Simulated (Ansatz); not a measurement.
Input file:

```yaml
crystal:
  periodic: [false, false, false]
  atoms:
    - {symbol: Si, position_ang: [0.088392, -0.002188, 1.665297]}
    - {symbol: As, position_ang: [-0.009432, 0.006186, -0.688665]}
    - {symbol: H, position_ang: [0.717100, -1.234818, 2.152879]}
    - {symbol: H, position_ang: [0.800207, 1.127073, 2.171093]}
    - {symbol: H, position_ang: [-1.398657, -0.100642, 2.137356]}
    - {symbol: H, position_ang: [-0.871223, -1.177914, -0.852100]}
    - {symbol: H, position_ang: [-1.009300, 0.987465, -0.822040]}
basis:
  gaussian: {orbitals: cc-pVDZ, point_charges: [{charge: 1.00, position_ang: [4.132, -0.845, -0.625]}]}
magnetization: {spin_polarized: false}
correlation: {method: ccsd, electrons: outside_noble_gas}
```

```sh
$ ansatz run in.yaml --threads 1 --pin off --events-out ev --progress --plain --max-ram 2393MiB
```

Problem. Roughly how long does this take on 1 thread of Arm Neoverse V1, shared host, and how much host memory?

Solution. 2.7 s wall and 0.23 GiB.

```
725 factors; integrals over basis functions are off by at most 1.1e-3 eV
mean field evaluation 1: about -68735.0849 eV, gradient 1.3e1 eV
mean field evaluation 2: about -68735.0871 eV, gradient 1.3e1 eV
mean field evaluation 4: about -68735.9935 eV, gradient 9.3e-1 eV
mean field evaluation 8: about -68735.9988 eV, gradient 1.3e-5 eV
mean field evaluation 16: about -68735.9985 eV, gradient 2.1e-1 eV
mean field -68735.99882532 eV, -2526.0013658971 hartree, gradient 1.7e-6 eV, S^2 0.000000; 0 other end points of the search recorded, 0 dependent functions left out
19 core orbitals not correlated: weight in the atoms' cores, before any rotation towards them, 1.000 or more for the frozen orbitals, at most 0.000 for the correlated occupied ones
reference -68735.99882532 eV, -2526.0013658971 hartree; 7, 7 occupied and 44, 44 virtual orbitals, 725 factors
second order -5.99306163 eV of doubles, -0.00000000 eV of singles
cycle   1  -6.91148404 eV  change   -9.2e-1 eV  update   7.1e-2
cycle   2  -7.22963815 eV  change   -3.2e-1 eV  update   2.4e-2
cycle   3  -7.24371093 eV  change   -1.4e-2 eV  update   5.8e-3
cycle   4  -7.24172545 eV  change    2.0e-3 eV  update   2.0e-3
cycle   5  -7.24119272 eV  change    5.3e-4 eV  update   6.1e-4
cycle   6  -7.24112503 eV  change    6.8e-5 eV  update   2.0e-4
cycle   7  -7.24115243 eV  change   -2.7e-5 eV  update   6.4e-5
cycle   8  -7.24116726 eV  change   -1.5e-5 eV  update   1.9e-5
cycle   9  -7.24116406 eV  change    3.2e-6 eV  update   5.0e-6
Total energy: -68743.23998938 eV, -2526.2674737680 hartree
```
